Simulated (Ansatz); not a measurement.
**Basis-set limit of CH3Al, singlet**

```csv
atom,x (Å),y (Å),z (Å)
Al,-0.0229,0.0000,0.5849
C,0.0451,0.0000,-1.1957
H,0.1606,0.0000,2.1470
H,-0.0423,0.9125,-1.7784
H,-0.0423,-0.9125,-1.7784
```

Connectivity, by distances: AlH–CH2.

Ansatz 0.2.0, RHF determinant, valence electrons correlated. Energies in eV.

```csv
set,X,functions,Hartree–Fock,MP2 correlation,CCSD(T) correlation,time
def2-TZVPP,3,115,-7658.6068,-6.8459,-7.7915,"3.8 s on 1 thread of Intel(R) Xeon(R) Platinum 8375C CPU @ 2.90GHz (Ice Lake), on a shared host"
def2-QZVPP,4,217,-7658.8512,-7.2865,-8.1616,"2.4 min on 1 thread of Intel(R) Xeon(R) Platinum 8375C CPU @ 2.90GHz (Ice Lake), with other jobs on the host"
```

Hartree–Fock is taken to follow E(X) = E∞ + A·exp(−7.88·√X), correlation E(X) = E∞ + B·X^−2.97.

Cautions: higher spins were not checked; restricted determinant unstable towards unrestricted.

Problem. Work out the CCSD(T) energy at the limit, and how far the shortcut misses it that extrapolates MP2 and adds CCSD(T) minus MP2 from the smaller set.

Solution. Hartree–Fock: E∞ = E4 + 0.1377·(E4 − E3) = -7658.8849. Correlation: E∞ = E4 + 0.7407·(E4 − E3) = -8.4357 for CCSD(T) and -7.6129 for MP2. The limit is -7667.3205 eV, 0.308 eV below def2-QZVPP. The shortcut gives a correlation energy of -7.6129 + (-0.9456) = -8.5586, 123 meV lower than the direct value.

Past Ne part of the Hartree–Fock step between the two sets comes from the cores, which don't follow the formula, so the 34 meV that it adds to the total can overshoot; that part largely cancels in differences.
